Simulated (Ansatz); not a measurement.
# SiHF (triplet): from Hartree-Fock to the top rungs, cc-pVDZ

An exercise on one series of results from a longer session: the logs are not shown, and one member is left open.

Method: cc-pVDZ, core rule «outside noble gas», up to 6 orbitals frozen; program: Ansatz 0.2.0, Gaussian basis.

Plan: UHF; CCSD(T) on ROHF; CCSD(T) on UHF; BCCD(T) on ROHF; CISD; CCSDT(Q) on ROHF; CCSDT(Q) on UHF.

37 further runs of the same task are left out: 14 for a known fault of the program, 12 that didn't finish, 11 set aside as unsound or not needed.

## What is computed

The geometry is a PBE0/def2-TZVP stationary point (not a proven minimum).

3 atoms, charge 0, spin multiplicity 3.

Atoms are counted from 1 here; the program's logs count them from 0.

Bond lengths: Si1–F2 1.606 Å, Si1–H3 1.493 Å. Angles: F2–Si1–H3 114.0°.

The first run:

The input, in.yaml:

```yaml
crystal:
  periodic: [false, false, false]
  atoms:
    - {symbol: Si, position_ang: [0.000000, -0.099697, 0.614355]}
    - {symbol: F, position_ang: [0.000000, 0.084478, -0.981128]}
    - {symbol: H, position_ang: [0.000000, 1.185681, 1.374490]}
basis:
  gaussian: {orbitals: cc-pVDZ}
magnetization: {spin_polarized: true, initial_magnetization: 2}
hamiltonian: {xc: hf}
output: {orbitals: {seedname: orbitals}}
```

The run is started by

```
$ ansatz run in.yaml --threads 1 --pin off --events-out ev --progress --plain --max-ram 2393MiB
```

Steps of the session up to this table: UHF; CCSD(T) on ROHF; CCSD(T) on UHF; BCCD(T) on ROHF; CISD; CCSDT(Q) on ROHF; CCSDT(Q) on UHF.

One of the session's tables, all rows but one given; the rest of the session is left out.

```
   method  from UCCSDT(Q) (kJ/mol)
     ROHF                   +717.9
      UHF                   +713.3
     RMP2                    +56.7
     UMP2                    +55.9
     CISD                    +57.2
    RCCSD                    +15.6
    UCCSD                    +15.5
 RCCSD(T)                     +3.1
 UCCSD(T)                     +3.0
  BCCD(T)                     +2.7
   RCCSDT                     +1.4
   UCCSDT                     +1.4
RCCSDT(Q)                        ?
UCCSDT(Q)                        0
```

Q: Estimate the row for RCCSDT(Q) from the others.

The run gave: from UCCSDT(Q) (kJ/mol): +0.2. In the column «from UCCSDT(Q) (kJ/mol)» it lies between UCCSDT(Q) (0) and RCCSDT (+1.4).

With the free atoms at the same levels and basis (separate runs), the atomisation energy is 6.545 eV at UCCSDT(Q), 6.531 eV at RCCSD(T), 6.530 eV at UCCSD(T), 5.226 eV at ROHF.

Caveats from the session: Restricted and unrestricted rows rest on different reference determinants; where their highest levels disagree by more than a few hundredths of an eV, they describe different states and don't form one ladder.
